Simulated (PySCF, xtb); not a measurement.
Li2, SMILES [Li][Li].

GFN2-xTB in xtb 6.7.1 at its own geometry gives an orbital gap of 2.74 eV and a dipole moment of 0.00 D.

Geometry: B3LYP-D3(BJ)/def2-TZVPD.

Q: What does PBE/def2-TZVPD (PySCF) give? (An estimate is asked for; the answer gives what the named calculation found.)

A: gap 1.44 eV (levels -3.23 and -1.79 eV), dipole 0.00 D.
